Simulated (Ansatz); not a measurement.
Total energies of `C/C=N/C(C)=O`.

```xyz
13

C    -2.0666    0.9698    0.7771
C    -0.8434    0.7139   -0.0195
N    -0.2421   -0.3985   -0.0044
C     0.8647   -0.5643   -0.8560
C     2.0575   -1.1603   -0.1704
O     0.8218   -0.3117   -2.0342
H    -1.9025    1.8034    1.4669
H    -2.8815    1.2732    0.1120
H    -2.3597    0.0827    1.3364
H    -0.4704    1.5388   -0.6413
H     2.9020   -1.1951   -0.8551
H     2.3115   -0.5828    0.7215
H     1.8087   -2.1692    0.1669
```

Total charge 0; spin multiplicity 1. All single points use the PBE0-D4/def2-TZVP geometry. Basis def2-TZVPP, Ansatz 0.2.0.

RPA on PBE orbitals: Hartree–Fock energy of these orbitals -284.90173 Eh, correlation -1.74159 Eh (frozen core).

```
             functional  energy without D4 (Eh)  D4 term (kJ/mol)
            LDA (SPW92)              -284.27710                 –
                    PBE              -286.36728             -22.8
                 revPBE              -286.63621             -80.2
                   BLYP              -286.62113             -51.1
                 r2SCAN              -286.55634              -6.0
                 B97M-V              -286.69317                 –
                   PBE0              -286.38337             -19.1
                  B3LYP              -286.72723             -36.2
                r2SCANh              -286.54033              -6.2
                r2SCAN0              -286.51777              -6.8
HSE06 (plane-wave form)              -286.36804             -17.6
                  BHLYP              -286.54899             -24.7
              CAM-B3LYP              -286.58287             -19.0
                LC-ωPBE              -286.53143                 –
                ωB97X-V              -286.63031                 –
                ωB97M-V              -286.60268                 –
                 B2PLYP              -286.48522                 –
               PBE-QIDH              -286.33739                 –
```

B3LYP takes the VWN-RPA correlation (the form of Gaussian; ORCA's B3LYP/G). HSE06 is the plane-wave form, built on full-range PBE exchange. The double hybrids freeze the cores in their second-order part.

LC-ωPBE has ω = 0.4 bohr⁻¹.
